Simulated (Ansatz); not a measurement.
in.yaml

```yaml
crystal:
  periodic: [false, false, false]
  atoms:
    - {symbol: C, position_ang: [0.116900, -1.325800, -0.118541]}
    - {symbol: Ge, position_ang: [-0.047975, 0.113741, 1.251532]}
    - {symbol: Ge, position_ang: [0.028646, 0.105474, -1.231932]}
basis:
  gaussian: {orbitals: def2-SVP}
magnetization: {spin_polarized: true, initial_magnetization: 2}
correlation: {method: mp2, electrons: outside_noble_gas}
```

```sh
$ ansatz run in.yaml --threads 1 --pin off --events-out ev --progress --plain --max-ram 2393MiB
```

Output:

```
775 factors; integrals over basis functions are off by at most 8.3e-4 eV
mean field evaluation 1: about -113955.8337 eV, gradient 1.7e1 eV
mean field evaluation 2: about -113955.8793 eV, gradient 1.7e1 eV
mean field evaluation 4: about -113958.0048 eV, gradient 2.3e0 eV
mean field evaluation 8: about -113958.3104 eV, gradient 7.5e-1 eV
mean field evaluation 16: about -113958.4719 eV, gradient 3.1e-3 eV
mean field evaluation 32: about -113958.4719 eV, gradient 1.9e-3 eV
mean field evaluation 64: about -113957.9521 eV, gradient 5.4e0 eV
mean field evaluation 96: about -113958.4706 eV, gradient 1.6e-1 eV
mean field evaluation 128: about -113958.4664 eV, gradient 2.8e-1 eV
mean field evaluation 160: about -113958.4719 eV, gradient 2.2e-3 eV
mean field -113958.47186446 eV, -4187.8965971924 hartree, gradient 3.3e-6 eV, S^2 2.260414; 14 other end points of the search recorded, 0 dependent functions left out
29 core orbitals not correlated: weight in the atoms' cores, before any rotation towards them, 0.998 or more for the frozen orbitals, at most 0.002 for the correlated occupied ones
reference -113958.47186446 eV, -4187.8965971924 hartree; 7, 5 occupied and 42, 44 virtual orbitals, 775 factors
second order -6.54841173 eV of doubles, -0.00000000 eV of singles
Total energy: -113965.02027619 eV, -4188.1372468847 hartree
```

Ran on 1 thread of Intel Xeon Platinum 8259CL, shared host: 23 s wall, 0.26 GiB peak host memory.
